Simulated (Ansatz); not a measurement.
# [NH2]− (SMILES [NH2-]) at r2SCAN0/aug-cc-pVTZ

What is the energy change on altering one bond length of [NH2]− at r2SCAN0/aug-cc-pVTZ? 

Program for the calculation: Ansatz 0.2.0.

## 1. The structure to begin with

[NH2]− has 3 atoms, charge -1, and is taken as a singlet. SMILES: `[NH2-]`. Geometry: relaxed at PBE0-D4/def2-TZVPD.

Bond lengths: N1–H2 1.027 Å, N1–H3 1.027 Å. Angles: H2–N1–H3 101.8°.

## 2. A single-point energy at r2SCAN0/aug-cc-pVTZ

in.yaml reads:

```yaml
crystal:
  periodic: [false, false, false]
  atoms:
    - {symbol: N, position_ang: [0.342200, -0.203000, 0.168700]}
    - {symbol: H, position_ang: [0.125500, 0.801200, 0.156000]}
    - {symbol: H, position_ang: [-0.467700, -0.598200, -0.324700]}
basis:
  gaussian: {orbitals: aug-cc-pVTZ}
accuracy: high
hamiltonian: {xc: {name: r2SCAN0}}
output: {orbitals: {seedname: orbitals}}
total_charge: -1
```

The run is started by

```console
$ ansatz run in.yaml --threads 1 --pin off --max-ram 3480MiB --events-out events.jsonl --progress --plain --runs-dir runs
```

Output:

```text
Warning: RAYON_NUM_THREADS=1 ignored (pool sized by the plan → 1); use --threads N
Functional definition: r2SCAN0
  name "r2SCAN0"
  parameter a = 0.25
  parameter k0 = 0.174
  parameter k1 = 0.065
  parameter a1 = 4.9479
  exchange = (1 - a)*r2scan_x(k0 = k0, k1 = k1, a1 = a1) + a*exact_x
  correlation = r2scan_c
1355 factors; integrals over basis functions are off by at most 2.9e-9 eV
mean field evaluation 1: about -1520.4850 eV, gradient 4.5e0 eV
mean field evaluation 2: about -1520.5241 eV, gradient 3.7e0 eV
mean field evaluation 4: about -1520.5549 eV, gradient 4.0e-1 eV
mean field evaluation 8: about -1520.5570 eV, gradient 1.4e-2 eV
mean field evaluation 16: about -1520.5570 eV, gradient 1.1e-6 eV
mean field -1520.55696379 eV, -55.8794377487 hartree, gradient 8.3e-8 eV, S^2 0.000000; 0 other end points of the search recorded, 0 dependent functions left out
reference -1520.55696437 eV, -55.8794377700 hartree; 5, 5 occupied and 87, 87 virtual orbitals, 1355 factors
Total energy: -1520.55696437 eV, -55.8794377700 hartree
```

It took 3.9 s on 1 thread of Arm Neoverse V1, shared host; peak memory 0.18 GiB.

## 3. The distorted shape, same level

job.yaml reads:

```yaml
basis:
  gaussian:
    orbitals: aug-cc-pVTZ
crystal:
  periodic: [false, false, false]
  atoms:
    - {symbol: N, position_ang: [0.374704, -0.353627, 0.170605]}
    - {symbol: H, position_ang: [0.125500, 0.801200, 0.156000]}
    - {symbol: H, position_ang: [-0.435196, -0.748827, -0.322795]}
total_charge: -1
hamiltonian:
  xc: {name: r2SCAN0}
accuracy: high
output: {orbitals: {seedname: orbitals}}
```

The run is started by

```console
$ ansatz run job.yaml --threads 1 --pin off --max-ram 3480MiB --events-out events.jsonl --progress --plain --runs-dir runs
```

Output, cut to the lines that bear on the results:

```text
Warning: RAYON_NUM_THREADS=1 ignored (pool sized by the plan → 1); use --threads N
[... 8 set-up lines as earlier in the session ...]
1374 factors; integrals over basis functions are off by at most 3.5e-9 eV
mean field evaluation 1: about -1520.0730 eV, gradient 7.4e0 eV
mean field evaluation 2: about -1520.0151 eV, gradient 9.0e0 eV
mean field evaluation 4: about -1520.1868 eV, gradient 2.4e-1 eV
mean field evaluation 8: about -1520.1882 eV, gradient 1.8e-2 eV
mean field evaluation 16: about -1520.1882 eV, gradient 1.1e-6 eV
mean field -1520.18818612 eV, -55.8658854192 hartree, gradient 9.8e-8 eV, S^2 0.000000; 0 other end points of the search recorded, 0 dependent functions left out
reference -1520.18818678 eV, -55.8658854435 hartree; 5, 5 occupied and 87, 87 virtual orbitals, 1374 factors
Total energy: -1520.18818678 eV, -55.8658854435 hartree
```

Run time: 3.9 s. Hardware: 1 thread of Arm Neoverse V1, shared host; peak memory 0.18 GiB.

## 4. What came out

Level: r2SCAN0/aug-cc-pVTZ.

| quantity | value |
| --- | --- |
| first shape: total energy | -55.87944 Eh |
| first shape: HOMO energy | 1.38 eV |
| first shape: LUMO energy | 4.01 eV |
| first shape: HOMO–LUMO gap (to an unbound level, set by the basis) | 2.63 eV |
| distorted shape: total energy | -55.86589 Eh |
| distorted shape: HOMO energy | 1.31 eV |
| distorted shape: LUMO energy | 3.97 eV |
| distorted shape: HOMO–LUMO gap (to an unbound level, set by the basis) | 2.66 eV |
| energy change with the N1–H2 bond stretched from 1.027 to 1.181 Å | 0.369 eV |

**Reading.** With the N1–H2 bond stretched from 1.027 to 1.181 Å the energy rises by 0.37 eV (8.5 kcal/mol). The first shape isn't relaxed at this level, so the change isn't measured from a minimum. The HOMO (first shape) lies at positive energy, 1.38 eV; only total energies tell whether the electron is bound. The HOMO (distorted shape) lies at positive energy, 1.31 eV; only total energies tell whether the electron is bound.
